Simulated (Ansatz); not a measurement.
# Worked example: correlation energy of HSi–BH, quartet

Geometry: a point of a stretch scan, not a stationary point.

```yaml
atoms:
  - { symbol: Si, position_ang: [0.0000, -0.0467, 0.6038] }
  - { symbol: B, position_ang: [0.0000, -0.0614, -1.4912] }
  - { symbol: H, position_ang: [0.0000, 1.1714, 1.4993] }
  - { symbol: H, position_ang: [0.0000, 0.7884, -2.3280] }
```

Basis 6-31G; Ansatz 0.2.0. Correlated methods freeze the noble-gas cores, which leaves 9 electrons in 20 orbitals. R marks a restricted (for open shells ROHF) determinant, U an unrestricted one.

Full CI is exact within this basis and frozen core; it isn't the basis-set limit. The frozen core follows each run's orbitals, which can shift R against U totals by a few meV.

Runs differ by some tens of microhartree through their thresholds and, for an open shell, their frozen cores, so steps under 0.1 kcal/mol mean nothing.

```
    level  total energy (hartree)
      UHF             -314.585129
     UMP2             -314.652559
    UCCSD             -314.678443
 UCCSD(T)             -314.680702
   UCCSDT             -314.681633
UCCSDT(Q)             -314.681728
  UCCSDTQ             -314.681743
  full CI             -314.681741
```

What is the correlation energy at full CI, and what share of it do UMP2 and UCCSDT recover?

E(corr) = -314.681741 − (-314.585129) = -0.096612 hartree = -2.629 eV. UMP2: -0.067430 / -0.096612 = 69.79 %. UCCSDT: -0.096504 / -0.096612 = 99.89 %.

By how many kcal/mol does UCCSD(T) miss full CI (1 hartree = 627.509 kcal/mol), and which steps make up the rest?

-314.680702 − (-314.681741) = 0.001039 hartree = 0.65 kcal/mol. Steps: UCCSDT − UCCSD(T) = -0.58, UCCSDT(Q) − UCCSDT = -0.06, UCCSDTQ − UCCSDT(Q) = -0.01, full CI − UCCSDTQ = 0.00 kcal/mol. That is within 1 kcal/mol of the reference in this basis, which itself misses far more of the correlation at the basis-set limit.
